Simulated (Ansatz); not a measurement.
A nudged elastic band was laid between two geometries of H2 + H5NOSi (10 atoms, charge 0, multiplicity 1).

These are results of RKS PBE0-D4/def2-SVP (Ansatz), not measurements.

```yaml
movable_images: 5
climbing_image: yes
spring: 5.0 eV/Å²
optimiser: quadratic models (default)
start_path: through a guess of the saddle point
force_threshold: 0.05 eV/Å
iteration_limit: 60
end_points: relaxed
```

First end point:

```xyz
10
Properties=species:S:1:pos:R:3
Si -0.570 -0.307 -0.316
O 0.914 0.254 0.219
H -0.217 -1.592 -0.973
H -1.506 -0.473 0.837
N -1.410 0.701 -1.425
H 2.307 -0.855 1.911
H 2.714 -1.107 2.506
H 0.906 1.082 0.709
H -1.061 0.901 -2.354
H -2.077 1.397 -1.114
```

Last end point:

```xyz
10
Properties=species:S:1:pos:R:3
Si -0.820 -0.683 0.373
O 1.932 0.718 -0.206
H 0.115 -1.768 -0.066
H -2.173 -1.277 0.597
N -0.969 0.523 -0.851
H 2.214 -0.181 -0.412
H -0.315 -0.231 1.720
H 1.939 0.744 0.758
H -0.123 1.056 -1.036
H -1.800 1.101 -0.877
```

Problem. What changes between the two ends?

Solution. Bonds broken: Si1–O2, H6–H7. Bonds formed: Si1–H7, O2–H6. H2 + H5NOSi becomes H2O + H5NSi.

Problem. What energy profile does the band end with?

Solution. It converged. The highest image is number 4 of 0 to 6, 2.04 eV above the first end and 1.50 eV above the last; the last end lies 0.55 eV above the first. Neighbouring images differ by up to 1.6 eV, so the band resolves the path poorly. A vibrational analysis at the climbing image gives one clearly imaginary mode, 1348i cm⁻¹: a first-order saddle point. The orbitals stay closed-shell, which can raise the energy where a bond breaks towards radicals; this wasn't checked here.

| image | path coordinate (Å) | energy (eV) | Si1–O2 (Å) | H6–H7 (Å) | Si1–H7 (Å) |
| --- | --- | --- | --- | --- | --- |
| 0 | 0.00 | 0.00 | 1.67 | 0.76 | 4.40 |
| 1 | 1.07 | 0.00 | 1.67 | 0.76 | 4.09 |
| 2 | 2.14 | 0.04 | 1.67 | 0.76 | 3.45 |
| 3 | 3.21 | 0.46 | 1.69 | 0.77 | 2.55 |
| 4 | 4.29 | 2.04 | 1.91 | 1.04 | 1.80 |
| 5 | 6.12 | 0.57 | 3.02 | 2.51 | 1.50 |
| 6 | 7.95 | 0.55 | 3.14 | 3.31 | 1.51 |

Problem. What is the geometry of the highest image?

Solution. 
```xyz
10
Properties=species:S:1:pos:R:3
Si -0.234 -0.551 0.084
O 1.486 0.276 0.025
H 0.189 -1.795 -0.616
H -1.450 -0.864 0.911
N -0.925 0.766 -0.810
H 1.306 -0.274 1.090
H 0.628 -0.844 1.635
H 1.410 1.235 0.138
H -0.476 1.195 -1.611
H -1.933 0.857 -0.847
```

Time of the run: 4.1 min on 2 threads of Intel(R) Xeon(R) Platinum 8488C (Sapphire Rapids) (shared host), peak memory 0.16 GiB.
